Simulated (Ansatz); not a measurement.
# C2F4: the cost of one run

Computed with Ansatz 0.2.0 (the levels named in each step, unless a step's input says otherwise).

## (1) The structure to begin with

Bond lengths: F1–C2 1.320 Å, C2–F3 1.320 Å, C2–C4 1.329 Å, C4–F5 1.320 Å, C4–F6 1.320 Å. Angles: F1–C2–F3 112.2°, F1–C2–C4 123.9°, F3–C2–C4 123.9°, C2–C4–F5 123.9°, C2–C4–F6 123.9°, F5–C4–F6 112.2°.

As a file:

```xyz
6

F    -1.3609   -0.0065    1.1450
C    -0.6635   -0.0246    0.0240
F    -1.4366   -0.0972   -1.0438
C     0.6635    0.0246   -0.0240
F     1.3609    0.0063   -1.1450
F     1.4366    0.0974    1.0438
```

## (2) A rough first relaxation, PBE-D4/def2-SVP

This run stands in another session on the same molecule. It ended at:

```xyz
6

F    -1.3567   -0.0057    1.1579
C    -0.6714   -0.0249    0.0243
F    -1.4334   -0.0977   -1.0570
C     0.6714    0.0249   -0.0243
F     1.3567    0.0057   -1.1579
F     1.4334    0.0977    1.0570
```

## (3) Relaxation, r2SCAN-D4/def2-TZVPP

input.yaml

```yaml
crystal:
  periodic: [false, false, false]
  atoms:
    - { symbol: F, position_ang: [-1.35672244, -0.00566005, 1.15786868] }
    - { symbol: C, position_ang: [-0.67135063, -0.0248943, 0.02427597] }
    - { symbol: F, position_ang: [-1.43338489, -0.0977327, -1.0569942] }
    - { symbol: C, position_ang: [0.67135169, 0.02486275, -0.02427555] }
    - { symbol: F, position_ang: [1.35672202, 0.00568102, -1.15786984] }
    - { symbol: F, position_ang: [1.43338425, 0.09771327, 1.05699494] }
basis:
  gaussian: { orbitals: def2-TZVPP }
hamiltonian:
  xc: r2scan
  dispersion: d4
relax:
  f_tol: 0.002
  max_steps: 150
```

Command:

```
> ansatz run input.yaml --threads 4 --pin off --max-ram 10240MiB --backend cpu --events-out ev --progress --plain --runs-dir out
```

**Question.** How long does this run take on 4 threads of Intel Xeon 6975P-C (Granite Rapids), shared host, and how much memory does it need?

About 6.2 s, with a peak of 0.37 GiB.
